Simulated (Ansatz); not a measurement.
**Tungsten, bcc: convergence with cold smearing**

Computed with Ansatz, PBE, scalar-relativistic PAW, on the relaxed cell (a = 3.184 Å; spin not included). Errors count from a run at 420 eV on a Γ-centred 23×23×23 mesh with Fermi-Dirac smearing of 0.1 eV, extrapolated to zero width. Fixed here: cutoff 420 eV, mesh 14×14×14. The SCF starts from atomic densities corrected by a trained network.

```json
{"width (eV)": "0.01", "E(σ→0) error (meV/atom)": "9.6", "F error (meV/atom)": "9.6", "P (GPa)": "0.37", "SCF iterations": "5"}
{"width (eV)": "0.03", "E(σ→0) error (meV/atom)": "9.5", "F error (meV/atom)": "9.5", "P (GPa)": "0.37", "SCF iterations": "5"}
{"width (eV)": "0.1", "E(σ→0) error (meV/atom)": "9.6", "F error (meV/atom)": "9.3", "P (GPa)": "0.33", "SCF iterations": "6"}
{"width (eV)": "0.2", "E(σ→0) error (meV/atom)": "9.0", "F error (meV/atom)": "7.4", "P (GPa)": "0.10", "SCF iterations": "6"}
{"width (eV)": "0.3", "E(σ→0) error (meV/atom)": "7.4", "F error (meV/atom)": "5.1", "P (GPa)": "-0.11", "SCF iterations": "6"}
{"width (eV)": "0.6", "E(σ→0) error (meV/atom)": "-0.4", "F error (meV/atom)": "-1.0", "P (GPa)": "-0.27", "SCF iterations": "6"}
{"width (eV)": "1.0", "E(σ→0) error (meV/atom)": "-24.7", "F error (meV/atom)": "27.1", "P (GPa)": "-2.18", "SCF iterations": "6"}
```
